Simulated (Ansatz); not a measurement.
**Molecular dynamics of CH₆Si**

input.yaml

```yaml
crystal:
  periodic: [false, false, false]
  atoms:
    - { symbol: Si, position_ang: [0.000396, -5.7e-05, -0.000507] }
    - { symbol: C, position_ang: [8.9e-05, -1.7e-05, 1.891623] }
    - { symbol: H, position_ang: [-1.025447, -0.1045, 2.284539] }
    - { symbol: H, position_ang: [0.603242, -0.835831, 2.284814] }
    - { symbol: H, position_ang: [0.422263, 0.940315, 2.284736] }
    - { symbol: H, position_ang: [1.395709, 0.150577, -0.537248] }
    - { symbol: H, position_ang: [-0.827584, 1.132934, -0.537568] }
    - { symbol: H, position_ang: [-0.567267, -1.283421, -0.53749] }
basis:
  gaussian: { orbitals: "6-31G*" }
hamiltonian:
  xc: pbe
  dispersion: d4
md:
  timestep: 0.5
  n_steps: 300
  ensemble: nve
  temperature: 1000.0
  initial_velocities: maxwell_boltzmann
  seed: 208568
  masses: [{ species: H, mass: 2.014 }]
```

Command:

```bash
$ ansatz run input.yaml --threads 1 --pin off --max-ram 2048MiB --backend cpu --events-out ev --progress --plain --runs-dir out
```

It starts from a relaxed structure.

Output, in part (step lines, the closing report, with atoms numbered from 0):

```
md step     0: t =     0.00 fs  T =  1000.0 K  F+E_penalty+E_count = -9005.98206603 eV  E_kin = 0.775560 eV  conserved = -9005.20650603 eV  (21 SCF iters)
[... lines left out ...]
Total energy: -9005.77199497 eV, -330.9560164837 hartree
Atom 0 at    -0.015706     0.005514     0.001880 Å, force     0.138657     0.059914    -0.046624 eV/Å
Atom 1 at     0.005136    -0.005175     1.847169 Å, force     0.914954    -0.054996     2.151738 eV/Å
Atom 2 at     0.981381    -0.536467     2.232061 Å, force    -1.405226     1.153150    -0.584565 eV/Å
Atom 3 at    -0.055345     1.066435     2.246387 Å, force     0.275467    -1.174962    -0.256857 eV/Å
Atom 4 at    -0.818796    -0.571785     2.336787 Å, force     0.106898     0.168038    -0.303898 eV/Å
Atom 5 at     0.425715    -1.330106    -0.448045 Å, force    -0.003741    -0.391428    -0.394616 eV/Å
Atom 6 at     1.044063     0.989621    -0.376548 Å, force    -0.081843     0.150724    -0.365873 eV/Å
Atom 7 at    -1.381661     0.335458    -0.517038 Å, force     0.054834     0.089561    -0.199305 eV/Å
Dipole moment:    -0.029359     0.003363     0.134548 e Å
```

The steps, from the saved trajectory:

```
time (fs)  T (K)  potential energy less start (eV)  conserved less start (meV/atom)
        0   1000                             0.000                             0.00
        5    473                             0.412                             0.34
       10    561                             0.341                             0.15
       15    699                             0.234                             0.04
       20    438                             0.438                             0.32
       25    634                             0.285                             0.12
       30    769                             0.180                             0.02
       35    453                             0.427                             0.26
       40    455                             0.424                             0.18
       45    731                             0.209                             0.03
       50    600                             0.312                             0.21
       55    570                             0.335                             0.18
       60    587                             0.321                             0.08
       65    631                             0.287                             0.13
       70    508                             0.384                             0.26
       75    795                             0.160                             0.04
       80    733                             0.208                             0.09
       85    484                             0.402                             0.28
       90    671                             0.255                             0.03
       95    703                             0.230                             0.04
      100    432                             0.443                             0.33
      105    752                             0.192                             0.00
      110    523                             0.371                             0.11
      115    359                             0.500                             0.33
      120    717                             0.220                             0.06
      125    566                             0.338                             0.20
      130    404                             0.465                             0.34
      135    661                             0.264                             0.13
      140    445                             0.433                             0.37
      145    572                             0.334                             0.31
      150    731                             0.210                             0.17
```

The run went to its last step. The conserved energy stayed within 0.52 meV per atom of its start (net change 0.17 meV per atom), so the integration is sound. Over the second half the temperature averaged 0.57 of the 1000 K drawn at the start: a run that starts near a minimum puts about half its kinetic energy into the potential. A run of 0.15 ps of so small a system gives no equilibrium averages.

The same pairs are bonded in the first frame and the last. Pairs count as bonded within 1.25 times the sum of covalent radii (0.12 Å more for H–H).

Last frame:

```xyz
8
Properties=species:S:1:pos:R:3
Si -0.016 0.005 0.002
C 0.005 -0.005 1.847
H 0.981 -0.536 2.232
H -0.055 1.066 2.246
H -0.819 -0.572 2.337
H 0.426 -1.330 -0.448
H 1.044 0.990 -0.377
H -1.382 0.336 -0.517
```

The run took 5.7 min on 1 thread of Arm Neoverse V1, with other jobs on the host, peak memory 0.086 GiB.
